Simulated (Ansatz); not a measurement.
## BNSi⁺, quartet in cc-pVTZ: errors against UCCSDT(Q)

Geometry: that of the BNSi, triplet, kept fixed. The doublet lies 4.0 eV lower here.

```xyz
3

B     0.0000    0.0000   -1.4078
N     0.0000    0.0000   -0.1333
Si    0.0000    0.0000    1.5410
```

Basis cc-pVTZ; Ansatz 0.2.0. Correlated methods freeze the noble-gas cores, which leaves 11 electrons in 87 orbitals. Prefix R: restricted or restricted open-shell reference; prefix U: unrestricted. Active spaces: valence = (11e, 12o) chosen from the atoms' valence shells.

Full CI isn't at hand for all of this; UCCSDT(Q) serves as the reference, and is uncertain by about the last step of the cluster series. The frozen core follows each run's orbitals, which can shift R against U totals by a few meV.

* UHF ⟨S²⟩: 3.789
* T1 diagnostic (RCCSD): 0.0336
* largest doubles amplitude (RCCSD): 0.042
* T1 diagnostic (UCCSD): 0.0249

Question: From what is known of these methods and the diagnostics, rank them by the size of their error in total energy against UCCSDT(Q) in cc-pVTZ, smallest first (an estimate: the text doesn't fix the numbers).
A. UCCSD
B. NEVPT2 (valence space)
C. RHF
D. RMP2
E. RCCSDT

Answer: E (1.43 mEh), A (19.36 mEh), D (31.07 mEh), B (39.01 mEh), C (321.88 mEh).

All errors are against UCCSDT(Q) in cc-pVTZ. Within each family the higher level lies nearer, as is usual though not guaranteed.

Natural occupations of CASSCF (valence space) about the gap: 1.958 1.948 1.003 1.001 1.000 0.041 0.034 0.022 0.022 0.016; effectively unpaired electrons, Σ n²(2−n)², 3.04.
